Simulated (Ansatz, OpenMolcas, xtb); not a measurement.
**Worked example: BH2Cl + SiH3Cl → SiH3(BH2) + Cl2**

Species: BH2Cl `BCl`, singlet; SiH3Cl (chlorosilane) `[SiH3]Cl`, singlet; SiH3(BH2), singlet; Cl2 (chlorine), singlet. The partners trade Cl for SiH3: B–Cl and Cl–SiH3 bonds give way to B–SiH3 and Cl–Cl.

Shapes, held fixed at every level: PBE0-D4/def2-TZVP. Programs: Ansatz 0.2.0, OpenMolcas 26.06, xtb 6.7.1. Electronic energies: no zero-point or thermal term.

At B3LYP/6-31G* (Cartesian functions); 1 Eh = 2625.50 kJ/mol:

```
  species  energy (Eh)
    BH2Cl  -486.269429
   SiH3Cl  -751.530835
SiH3(BH2)  -317.304592
      Cl2  -920.348641
```

**Question.** Work out ΔE of the reaction at this level.

**Answer.** 
1. Products less reactants: (-317.304592) + (-920.348641) − [(-486.269429) + (-751.530835)] = 0.147031 Eh = +386.0 kJ/mol.

Other levels give +358.3 (BCCD(T)/STO-3G) to +389.3 kJ/mol (r2SCAN/STO-3G). No measured value is set beside it here.
